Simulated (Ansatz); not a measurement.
**Fluorite CeO2**

Computed with PBEsol (Ansatz, a program for electronic structure, PAW).

Run with plane-wave cutoff 520 eV, 8×8×8 k mesh, perturbation theory, force constants from a 4×4×4 q mesh, no spin polarisation, scalar-relativistic PAW data made under PBE.

Cell: relaxed at this level.

```yaml
electronic dielectric constant ε∞: 7.77
dielectric constant ε0 (ions relaxed): 28.7
zero_point_energy: 0.056 eV/atom
```

Measured, for comparison: high-frequency dielectric constant 5.31 (temperature not stated, no zero-point or thermal correction; as tabulated in Toward a consistent prediction of defect chemistry in CeO2 (PMC9835833)). Computed (rounded) less measured: high-frequency dielectric constant +46 %.

Spin–orbit coupling is not included.
